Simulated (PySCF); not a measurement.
Ionisation of propyne

Parent: `C#CC` (C3H4). Non-hydrogen atoms are numbered in `[CH:1]#[C:2][CH3:3]`.

Computed at PBE0-D3(BJ)/ma-def2-TZVP // PBE0-D3(BJ)/ma-def2-SVP with PySCF (density fitting, grid level 2). Thermal corrections: PBE0-D3(BJ)/ma-def2-SVP frequencies, unscaled, ideal gas at 298.15 K and 1 bar, quasi-RRHO entropy.

Frontier levels of the parent: HOMO -7.69 eV, LUMO 0.15 eV.

Oxidation to the radical cation:
- Vertical ionisation energy (electronic): 10.18 eV
- Adiabatic ionisation energy (with zero-point energy): 9.95 eV
- Adiabatic, electronic part: 10.07 eV
- Vertical gap at the product's structure: 9.85 eV
- Inner reorganisation energy (four-point): 335 meV
- Relaxation of product / of parent: 110 / 225 meV
- ⟨S²⟩ of the product: 0.753
- Largest spin populations: C1 0.59, C2 0.32
- Largest changes of atomic charge: C1 0.35, C2 0.30, H (on C3) 0.10, H (on C1) 0.09
- Distances that move most (Å): C2–C3 1.453 → 1.408; C1–C2 1.212 → 1.254; C3–H 1.101 → 1.122; C1–H 1.074 → 1.088
- Potential in acetonitrile: 7.34 V absolute, 2.94 V against Fc+/Fc computed at 4.40 V (solvation -14 → -261 kJ/mol)

Solvents are IEF-PCM continua (electrostatics only, gas-phase structures); absolute potentials refer to an electron at rest in vacuum. Fc+/Fc in acetonitrile, 4.40 V, is PBE0-D3(BJ)/ma-def2-TZVP on PBE0-D3(BJ)/def2-SVP structures with GFN2-xTB thermal terms. Benchmark calculations put it near 5.0 V in acetonitrile and DMSO, so it is about 0.6 V low, and the value against it can read up to that much too high.

Measured values (NIST Chemistry WebBook, evaluated or the median of agreeing entries): adiabatic ionisation energy 10.36 eV (computed 9.95, difference -0.41).

Run with `OMP_NUM_THREADS=1 python redox_run.py task.json out` on 1 thread of Arm Neoverse V1, a shared host. Structures, frequencies and single points: 2.8 min of wall time.
